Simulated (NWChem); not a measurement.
**Correlation energy of HN**

```
N
H 1 1.0605
```
Charge 0, spin multiplicity 3.

All runs are NWChem calculations. The geometry was optimised at UPBE/def2-SVP, a minimum by its harmonic frequencies.

Basis set: cc-pVTZ. Each correlation energy counts from its own Hartree-Fock reference.

The correlated methods keep 1 core orbital frozen. This spin state was chosen for the runs; another may lie lower. The structure started from a generated list of species. The unpaired electrons of the parent sit in orbitals of symmetry b1 and b2 (C2v labels of the run); other states weren't searched. No SCF solution was tested for a lower state. Open-shell Hartree-Fock references start from PBE0 orbitals. Coupled-cluster values serve here as a point of comparison, not as the truth.

Order these methods by the correlation energy they give, lowest first: CCSD[T] on ROHF, CCSD on ROHF, CCSD[T] on UHF, CCSD on UHF, SCS-UMP2.

CCSD[T] on ROHF (-168.0 mHa), CCSD on ROHF (-163.8 mHa), CCSD[T] on UHF (-160.2 mHa), CCSD on UHF (-156.3 mHa), SCS-UMP2 (-136.3 mHa)
